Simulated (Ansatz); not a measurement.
# BF (SMILES [B]F): methods side by side

The species is BF (2 atoms), meant as a singlet with charge 0. SMILES: `[B]F`. The shape is that of a GFN2-xTB optimisation.

```xyz
2

B     0.0000    0.0000    0.0000
F     0.0000    0.0000    1.2444
```

Quantity: the vertical electron affinity (to the doublet anion), in eV. The values are calculated.

The electron affinity is E(neutral) − E(anion): positive where the electron is bound.

| level | kind | program | value (eV) | less FCI/STO-3G |
| --- | --- | --- | --- | --- |
| PBE/STO-3G | GGA | Ansatz | -8.76 | +1.12 |
| revPBE/STO-3G | GGA | Ansatz | -8.80 | +1.08 |
| BHLYP/STO-3G | global hybrid | Ansatz | -8.46 | +1.42 |
| CAM-B3LYP/STO-3G | range-separated hybrid | Ansatz | -8.52 | +1.36 |
| B2PLYP/STO-3G | double hybrid | Ansatz | -8.97 | +0.91 |
| BCCD(T)/STO-3G | coupled cluster or CI | Ansatz | -9.89 | -0.01 |
| CCSDTQ/STO-3G | coupled cluster or CI | Ansatz | -9.89 | -0.01 |
| FCI/STO-3G | exact in the basis | Ansatz | -9.88 | 0.00 |

FCI/STO-3G is exact within its basis and frozen core, so for wave-function methods in that basis the difference is their error; functionals converge differently with the basis, so for them it is only a difference. The values span -9.89 to -8.46 eV. All rows use very small basis sets, so even the best lies far from the true value. Negative values mean that the anion is unbound at that level; they are set by how diffuse the basis is and aren't properties of the molecule.
